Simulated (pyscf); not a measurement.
## Four-centre exchange: HO–Ti(OH)(F)–F (SMILES [OH][Ti]([OH])([F])[F]) + H₂O (SMILES O) -> HO–Ti(OH)(OH)–F (SMILES [OH][Ti]([OH])([OH])[F]) + HF (SMILES F)

Gas phase, singlet surface, charge 0. Bonds broken: Ti2–F4, O8–H9. Bonds formed: Ti2–O8, F4–H9. Single points on ωB97X-D3(BJ)/def2-SVP structures (PySCF, gas phase).

Transition state (Å):

```xyz
10

O      0.9801     1.3514     0.0736
Ti     0.1441    -0.1998    -0.0653
O     -1.0712    -0.2633    -1.3466
F     -1.4502     0.6946     1.1119
F      1.4014    -1.2918    -0.5702
H      0.5199     2.1891     0.2095
H     -1.9215     0.1842    -1.2446
O     -0.2665    -1.1004     1.6432
H     -1.0284    -0.1764     1.7275
H      0.3458    -1.3679     2.3362
```

One imaginary mode, 554i cm⁻¹; descent along it reached the two sides named, in the forms told below.

| bond | change | reactant side (Å) | saddle | product side |
|---|---|---|---|---|
| Ti2–F4 | breaks | 1.782 | 2.174 | 2.7 |
| O8–H9 | breaks | 0.968 | 1.201 | 1.607 |
| Ti2–O8 | forms | 2.324 | 1.974 | 1.843 |
| F4–H9 | forms | 2.274 | 1.147 | 0.958 |

Electronic energies relative to the separated reactants (kcal/mol):

```csv
level,barrier,reaction energy,reverse barrier
ωB97X-D3(BJ)/def2-TZVP,6.6,+11.3,-4.7
PBE/def2-TZVP,6.1,+12.3,-6.3
r²SCAN/def2-TZVP,4.3,+12.3,-7.9
B3LYP-D3(BJ)/def2-TZVP,6.9,+11.4,-4.5
PBE0-D3(BJ)/def2-TZVP,6.1,+11.3,-5.2
M06-2X/def2-TZVP,3.2,+9.5,-6.4
ωB97M-D3(BJ)/def2-TZVP,7.5,+11.5,-4.0
HF/def2-TZVP,19.4,+12.0,7.4
```

With ωB97M-D3(BJ)/def2-TZVP energies and thermal terms (ideal gas, 1 atm, RRHO with modes under 100 cm⁻¹ raised to 100, one conformer, R ln 2 for rigid chiral ones), in kcal/mol:

```csv
T (K),ΔH‡,ΔG‡,ΔH,ΔG
298,6.4,18.6,+10.8,+11.9
600,6.3,31.2,+11.4,+12.8
900,6.9,43.5,+12.0,+13.3
1200,7.7,55.6,+12.5,+13.7
```

On the reactant side the descent ends in an adduct with a O–Ti contact (not fully relaxed), 11.8 kcal/mol under the separated species and 18.4 kcal/mol under the saddle at ωB97X-D3(BJ)/def2-TZVP. On the product side the descent ends in a bound adduct, 9.2 kcal/mol under the separated species and 4.5 kcal/mol under the saddle at ωB97X-D3(BJ)/def2-TZVP. At ωB97X-D3(BJ), PBE, r²SCAN, B3LYP-D3(BJ), PBE0-D3(BJ), M06-2X, ωB97M-D3(BJ) the saddle lies under the separated products, which points to a path from their complex (located at ωB97X-D3(BJ) alone), and parting the products costs more than the saddle. What is counted as formed (O–Ti) is already present as a longer contact in the reactant adduct; forming that adduct is a step of its own. One saddle was located; it need not be the lowest between these sides.
